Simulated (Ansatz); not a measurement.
Basis-set extrapolation for `[AlH2][CH2]Cl` (PBE0-D4/def2-TZVP geometry, frozen core, Ansatz 0.2.0). Multiplicity 1, RHF reference.

|  | def2-TZVPP | def2-QZVPP |
| --- | --- | --- |
| HF | -741.629248 | -741.651333 |
| MP2 correlation | -0.446557 | -0.483683 |
| CCSD(T) correlation | -0.508558 | not run |

Energies in hartree. Use E(X) = E(∞) + A·exp(−7.88·√X) for Hartree–Fock and E(X) = E(∞) + B·X^(−2.97) for correlation, with X = 3 and 4, and add CCSD(T) minus MP2 of the smaller set to the MP2 limit.

Problem. What is the CCSD(T) energy at the basis-set limit?

Solution. HF limit: -741.651333 + (-0.022085) × 0.13774 = -741.65437. MP2 limit: -0.483683 + (-0.037126) × 0.74074 = -0.51118. Higher-order term: -0.508558 − (-0.446557) = -0.06200. Total: -742.22755 hartree, 235.6 kJ/mol below CCSD(T)/def2-TZVPP.
